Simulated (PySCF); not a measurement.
CH2F2, SMILES FCF.

Coordinates come from a ωB97X-D3(BJ)/def2-TZVP optimisation.

Computed with PBE/def2-TZVPD (PySCF).

Symmetry labels are those of the subgroup C2v that the program uses (full group C2v).

Computed valence orbital energies around the gap with their symmetry:
```tsv
orbital	symmetry	energy (eV)
HOMO−7	A1	-17.57
HOMO−6	B1	-13.49
HOMO−5	B2	-13.48
HOMO−4	A1	-13.45
HOMO−3	A2	-10.04
HOMO−2	A1	-9.96
HOMO−1	B1	-9.59
HOMO	B2	-8.17
LUMO	A1	-0.12
LUMO+1	B1	0.56
LUMO+2	A1	0.87
LUMO+3	B2	1.04
```
